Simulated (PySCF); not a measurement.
propyne cation (C₃H₄), SMILES C#CC (connectivity only; charge and spin as stated), charge +1, multiplicity 2. Atoms are numbered in the order given.

```xyz
7

C     -0.0138     1.2243     0.0000
C     -0.0147    -0.1840     0.0000
C      0.0027    -1.4264     0.0000
H      0.5775     1.5808     0.8655
H      0.5775     1.5808    -0.8655
H     -1.0147     1.6563     0.0000
H      0.0147    -2.5007     0.0000
```
Charge +1, spin multiplicity 2.

The structure is a stationary point at B3LYP-D3(BJ)/def2-TZVP. The geometry has at least one imaginary mode, so it is a saddle point at that level. The spin state was assumed, not searched.

Method: PBE/pcH-1 (PySCF).

Unrestricted Kohn–Sham, ⟨S²⟩ = 0.752. Hyperfine tensors hold the contact and dipolar terms, without spin-orbit corrections.

**Question.** Estimate the hyperfine couplings. (Estimate from the structure and the level; the computed values follow.)

**Answer.** 
```
nucleus    A(iso) (MHz)  A(iso) (G)  dipolar principal values (MHz)
---------  ------------  ----------  ------------------------------
13C no. 1         -15.9        -5.7                -9.9, -7.7, 17.7
13C no. 2          -6.0        -2.2              -39.8, -25.3, 65.2
13C no. 3          31.3        11.2             -52.3, -50.5, 102.8
1H no. 4          157.0        56.0                -8.0, -4.3, 12.4
1H no. 5          157.0        56.0                -8.0, -4.3, 12.4
1H no. 6           -8.7        -3.1                 -3.3, -2.8, 6.1
1H no. 7          -51.7       -18.4               -23.0, -5.5, 28.5
```

**Question.** And the g tensor (effective nuclear charges for spin-orbit coupling, GIAO)? (Estimate from the structure and the level; the computed values follow.)

**Answer.** principal values 2.0022, 2.0029, 2.0193; isotropic 2.0081.
